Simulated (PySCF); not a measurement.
Gas-phase reaction: SiF₄ + SiH + H = 2 SiHF₂

Computed with PySCF (xtb for GFN2) and rigid-rotor harmonic-oscillator thermochemistry at 1 bar. † marks an energy on the PBE0/def2-TZVP geometry and frequencies; other levels use their own. MP2 and CCSD(T) freeze the core. 6-31G* has spherical d functions here. Open shells (unrestricted): SiH (multiplicity 2), H (multiplicity 2), SiHF₂ (multiplicity 2); the rest are closed-shell singlets. GFN2 has no spin-polarisation term. Spin-orbit splitting is ignored; it lowers the true energy and changes the entropy of SiH. B3LYP is the form with VWN-RPA correlation. SiHF₂: computed as isolated molecules; such fragments, hydroxides, amides, oligomers or adducts are transient or little studied in the gas. MP2 isn't extrapolated to the basis-set limit. CCSD(T) isn't extrapolated to the basis-set limit. Warning, large T1 diagnostic: SiH (CCSD(T)/def2-TZVPP†).

```tsv
level	ΔH°(298 K), kJ
B3LYP/6-31G*	?
BLYP/def2-TZVP†	-185
CCSD(T)/def2-SVP†	-130
CCSD(T)/def2-TZVPP†	?
GFN2-xTB	?
HF/6-31G*	-97
MP2/def2-TZVPP†	-156
PBE/def2-TZVP†	-187
PBE0/def2-TZVP	-176
r2SCAN/def2-TZVP†	?
ωB97M-V/def2-TZVP†	-153
```

Task: Complete the blanks.

Result: 
- B3LYP/6-31G*, ΔH°(298 K), kJ: -156
- CCSD(T)/def2-TZVPP†, ΔH°(298 K), kJ: -143
- GFN2-xTB, ΔH°(298 K), kJ: -288
- r2SCAN/def2-TZVP†, ΔH°(298 K), kJ: -192
